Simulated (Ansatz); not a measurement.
# H2OSi: the cost of one run

The runs use Ansatz 0.2.0, Gaussian basis; PBE0-D4/def2-TZVP structures, single points in def2-TZVPP, no counterpoise correction.

Levels: SPW92, PBE-D4, BLYP-D4, r2SCAN-D4, B97M-V, PBE0-D4, B3LYP-D4, r2SCAN0-D4, BHLYP-D4, CAM-B3LYP-D4, wB97X-V, wB97M-V, B2PLYP, PBE-QIDH, RPA on PBE, Hartree-Fock, MP2, CCSD, CCSD(T).

Correlated methods freeze the cores. B3LYP uses VWN-RPA correlation. B2PLYP carries no dispersion term here.

40 further runs of the same task are left out: 40 set aside as unsound or not needed.

## (1) The starting structure

The complex: 7 atoms, charge 0, spin multiplicity 1.

Atoms are counted from 1 here; the program's logs count them from 0.

Bond lengths: Si1–O3 1.528 Å, Si1–H5 1.492 Å, Si1–H6 1.492 Å, S2–H4 1.345 Å, S2–H7 1.345 Å. Angles: O3–Si1–H5 123.7°, O3–Si1–H6 123.7°, H5–Si1–H6 108.8°, H4–S2–H7 92.0°.

As a file:

```xyz
7

Si   -0.8441   -0.1533    0.5706
S     1.4136   -0.2307   -0.5317
O    -1.5056    1.0386   -0.1189
H     1.5202    1.1004   -0.3664
H    -1.1424   -1.5759    0.2329
H    -0.2587   -0.0969    1.9420
H     0.8170   -0.0823   -1.7284
```

Its parts: SiH2O holds atoms 1, 3, 5, 6; H2S holds atoms 2, 4, 7. Each part counts its atoms afresh in its own runs.

## (2) Relaxing SiH2O alone

Input file relax-a/in.yaml:

```yaml
crystal:
  periodic: [false, false, false]
  atoms:
    - {symbol: Si, position_ang: [-0.844068, -0.153336, 0.570566]}
    - {symbol: O, position_ang: [-1.505557, 1.038605, -0.118885]}
    - {symbol: H, position_ang: [-1.142418, -1.575893, 0.232858]}
    - {symbol: H, position_ang: [-0.258684, -0.096867, 1.941988]}
basis:
  gaussian: {orbitals: def2-TZVP}
hamiltonian: {xc: pbe0, dispersion: d4}
relax: {f_tol: 0.005, max_steps: 200}
```

On the command line:

```bash
$ ansatz run in.yaml --threads 2 --pin off --events-out ev --progress --plain --max-ram 4352MiB
```

**Question.** How long does this run take on 2 threads of Arm Neoverse V1, shared host?

About 4.1 s.
